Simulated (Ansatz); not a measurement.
Basis sets compared for Li₂H₄⁻. Charge -1, multiplicity 2. Geometry r2SCAN-D4/def2-TZVPD. Ansatz on 4 threads of Arm Neoverse V2 on a shared host; times are rough, and most runs start from earlier orbitals.

```xyz
6

Li    0.575    0.907   -1.429
Li   -0.579   -0.881    1.442
H    -1.157   -1.646    2.815
H     1.046    1.829   -2.745
H    -0.328   -0.252   -0.285
H     0.443    0.043    0.202
```

At HF/STO-3G, PBE-D4/def2-SVPD, PBE-D4/def2-TZVPD the highest occupied level of the charge -1 doublet lies above zero (up to 0.90 eV). In Hartree–Fock with STO-3G the lack of diffuse functions raises the level. By energy differences its removal costs 2.19 eV (vertical, to the charge 0 singlet, at PBE-D4/def2-TZVPD); a positive level beside a positive removal energy at the same level points to self-interaction error. In the doublet, H5 and H6 lie 0.96 Å apart (atoms count from 1), so these atoms are partly bonded to each other. The structure comes from a short search, and lower isomers may exist.

```csv
level,functions,energy (Eh),HOMO (eV),LUMO (eV),wall time
HF/STO-3G,14,-16.7497,0.90,7.93,0.05 s
HF/6-31G,26,-17.0889,-1.84,4.55,0.05 s
PBE-D4/def2-SVPD,56,-17.2895,0.52,1.64,0.4 s
PBE0-D4/def2-SVPD,56,-17.2991,-0.15,2.38,0.4 s
```

Problem. Estimate the rows for PBE-D4/def2-TZVPD, PBE0-D4/def2-TZVPD.

Solution. 
```csv
level,functions,energy (Eh),HOMO (eV),LUMO (eV),wall time
PBE-D4/def2-TZVPD,70,-17.3038,0.53,1.65,0.45 s
PBE0-D4/def2-TZVPD,70,-17.3125,-0.14,2.37,0.7 s
```
